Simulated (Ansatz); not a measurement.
A relaxation, step by step

CH₇AlO, closed shell, PBE0-D4/def2-TZVP (Ansatz 0.2.0). Settings:

```yaml
hamiltonian: {xc: pbe0, dispersion: d4}
relax: {f_tol: 0.005, max_steps: 200}
```

Start, a step off a saddle point along its unstable mode:

```tsv
atom	x (Å)	y (Å)	z (Å)
Al1	-0.6722	0.5623	-0.7141
O2	1.0059	1.0840	-0.8410
H3	-1.1533	-0.4495	-1.8444
H4	-1.6926	1.5829	-0.0216
H5	0.7082	0.0218	0.2464
C6	0.1435	-0.6796	0.9644
H7	1.5684	0.7492	-1.5421
H8	0.7763	-1.5716	0.9030
H9	0.2198	-0.2044	1.9302
H10	-0.9039	-1.0951	0.9195
```

```tsv
step	energy less the last (meV)	largest force component (eV/Å)
1	859.6	1.185
2	543.4	1.100
3	218.0	0.908
4	59.8	0.713
5	57.6	0.340
6	11.9	0.350
7	7.9	0.227
8 (rejected trial)	8.0	0.077
9	4.6	0.074
10	4.3	0.054
11	3.2	0.070
12	2.7	0.049
13 (rejected trial)	5.5	0.294
14	1.7	0.024
15 (rejected trial)	1.9	0.118
16	1.3	0.021
17 (rejected trial)	1.3	0.053
18	0.9	0.012
19	0.7	0.019
20	0.4	0.028
21	0.3	0.056
22	0.1	0.032
23	0.1	0.001
24	0.0	0.004
25 (rejected trial)	0.1	0.016
26	0.0	0.006
27	0.0	0.001
```

Step 4, positions (Å) and forces (eV/Å):

```
atom       x       y       z      Fx      Fy      Fz
 Al1  -0.596   0.684  -0.900  -0.011   0.294  -0.214
  O2   0.964   1.337  -1.203   0.343  -0.261  -0.664
  H3  -1.122  -0.492  -1.826   0.023  -0.054   0.038
  H4  -1.575   1.547   0.010   0.150  -0.095  -0.022
  H5   0.785  -0.166   0.564   0.131   0.113  -0.102
  C6   0.154  -0.819   1.168  -0.315  -0.188   0.070
  H7   1.522   1.040  -1.942  -0.555   0.232   0.713
  H8   0.654  -1.787   1.195  -0.079   0.003   0.073
  H9   0.080  -0.373   2.159  -0.019  -0.087   0.013
 H10  -0.867  -0.972   0.774   0.332   0.042   0.096
```

Step 7, positions (Å) and forces (eV/Å):

```csv
atom,x,y,z,Fx,Fy,Fz
Al1,-0.636,0.782,-1.016,0.227,0.109,-0.060
O2,0.911,1.445,-1.338,-0.095,-0.190,-0.072
H3,-1.133,-0.467,-1.856,-0.002,-0.008,0.002
H4,-1.549,1.598,-0.022,0.005,0.007,-0.003
H5,0.846,-0.224,0.663,-0.120,-0.093,0.075
C6,0.174,-0.878,1.238,0.125,0.125,-0.091
H7,1.513,1.041,-1.967,-0.138,0.093,0.121
H8,0.647,-1.857,1.310,-0.039,0.017,0.034
H9,0.032,-0.437,2.224,0.005,-0.048,-0.002
H10,-0.805,-1.003,0.765,0.033,-0.012,-0.004
```

Step 10, positions (Å) and forces (eV/Å):

| atom | x | y | z | Fx | Fy | Fz |
| --- | --- | --- | --- | --- | --- | --- |
| Al1 | -0.641 | 0.790 | -1.016 | 0.028 | 0.054 | -0.018 |
| O2 | 0.901 | 1.437 | -1.344 | -0.013 | -0.046 | -0.010 |
| H3 | -1.156 | -0.460 | -1.845 | 0.001 | -0.007 | -0.001 |
| H4 | -1.546 | 1.622 | -0.025 | 0.018 | -0.014 | -0.004 |
| H5 | 0.885 | -0.236 | 0.698 | -0.018 | -0.008 | 0.004 |
| C6 | 0.186 | -0.882 | 1.240 | 0.027 | 0.053 | -0.027 |
| H7 | 1.500 | 1.044 | -1.978 | -0.029 | 0.020 | 0.020 |
| H8 | 0.645 | -1.863 | 1.349 | 0.004 | -0.030 | 0.005 |
| H9 | -0.012 | -0.441 | 2.214 | -0.020 | -0.005 | 0.014 |
| H10 | -0.761 | -1.011 | 0.707 | 0.003 | -0.019 | 0.017 |

Last step (27):

Al1  (-0.645, 0.831, -0.994)
O2  (0.914, 1.389, -1.385)
H3  (-1.279, -0.357, -1.832)
H4  (-1.433, 1.669, 0.085)
H5  (0.905, -0.186, 0.804)
C6  (0.196, -0.896, 1.238)
H7  (1.448, 0.991, -2.071)
H8  (0.749, -1.784, 1.545)
H9  (-0.295, -0.442, 2.097)
H10  (-0.560, -1.215, 0.513)
(Å)

The run took about 63 s on 2 CPU threads of an Arm Neoverse V1 (shared host).
